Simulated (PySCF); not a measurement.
# C2H3Al (ethynylalumane): the cost of one run

Programs: PySCF 2.14.0, with density-fitted response routines of our own. Each step states its level of theory. These are calculated values for one molecule in the gas phase, unless marked as measured. Atoms count from 0, in the outputs and in this text.

## 1. The starting structure

6 atoms, charge 0, multiplicity 1; geometry from: GFN2-xTB. The atoms were then displaced at random by about 0.01 Å, so the start is not that level's minimum.

Bonds of the start (Å): C0–C1 1.24, C1–Al2 1.96, C0–H3 1.07, Al2–H4 1.54, Al2–H5 1.55.

## 2. Geometry optimisation at PBE0-D3(BJ)/def2-SVP

What the job is given:

```
{"job": {"xc": "PBE0", "basis": "def2-SVP", "d3": "d3bj", "grid": 1, "shake": 0.01, "kind": "geom"}, "charge": 0, "multiplicity": 1}
C      1.886320    -0.250160    -0.119530
C      0.658850    -0.076450    -0.044510
Al    -1.281780     0.153110     0.076620
H      2.944620    -0.354560    -0.197510
H     -2.247710    -1.046320    -0.008910
H     -1.936140     1.544370     0.275480
```

Run with:

```
$ OMP_NUM_THREADS=1 python probes_run.py task.json out
```

One launch serves the whole session: the jobs run in the order shown.

**Question.** How long does this first job take on 1 thread of Arm Neoverse V1, shared host, and how much memory does it need?

About 7.3 s, with a peak of 0.29 GiB.
